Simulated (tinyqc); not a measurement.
Worked calculation: Born-Oppenheimer dynamics on the LDA (VWN5)/sto-3g surface (energies and gradients from PySCF), for H2O, spin multiplicity 1. Computed by tinyqc, a small Python program that keeps every step (integrals from PySCF). Settings: charge = 0, multiplicity = 1, basis = sto-3g, functional = lda,vwn, time step (fs) = 2.0, steps = 16. Command: `OMP_NUM_THREADS=1 python tinyqc.py 22856 22857 out.jsonl` (the two numbers bound the seeds that draw the settings). One thread of a shared host (Intel(R) Xeon(R) Processor @ 2.60GHz), about 5 s of CPU time with the checks.

positions (bohr):
```
,x,y,z
1O,-0.060471,-0.037795,-0.020787
2H,-0.052912,1.543906,1.158402
3H,0.007559,-1.676187,1.103600
```

The total energy should stay constant up to terms of order dt^2; the step counts as short enough if it moves by less than 2 % of the largest kinetic energy.

Trajectory:
```
time (fs),1O-2H (angstrom),potential (hartree),kinetic (hartree),total (hartree)
0.000000,1.044012,-74.73658312,0.00056333,-74.73601978
2.000000,1.048630,-74.73877427,0.00249397,-74.73628029
4.000000,1.019938,-74.74261600,0.00561699,-74.73699901
6.000000,1.015383,-74.74006232,0.00361117,-74.73645115
8.000000,1.053972,-74.73708383,0.00090730,-74.73617653
10.000000,1.067109,-74.73806763,0.00197628,-74.73609136
12.000000,1.031462,-74.74292990,0.00579120,-74.73713869
14.000000,1.000190,-74.73997109,0.00375685,-74.73621424
16.000000,1.024208,-74.73747588,0.00115775,-74.73631813
18.000000,1.051734,-74.73729415,0.00132440,-74.73596975
20.000000,1.039268,-74.74231226,0.00539638,-74.73691588
22.000000,1.013652,-74.74109447,0.00460428,-74.73649018
24.000000,1.032962,-74.73763590,0.00135524,-74.73628066
26.000000,1.064727,-74.73718246,0.00117351,-74.73600895
28.000000,1.052675,-74.74191615,0.00511708,-74.73679908
30.000000,1.010800,-74.74165938,0.00499736,-74.73666202
32.000000,1.005725,-74.73762041,0.00142448,-74.73619593
```

Is the time step short enough?

No. The total energy moves within 1.2e-03 hartree; that is over 2 % of the largest kinetic energy, so the time step is too long.
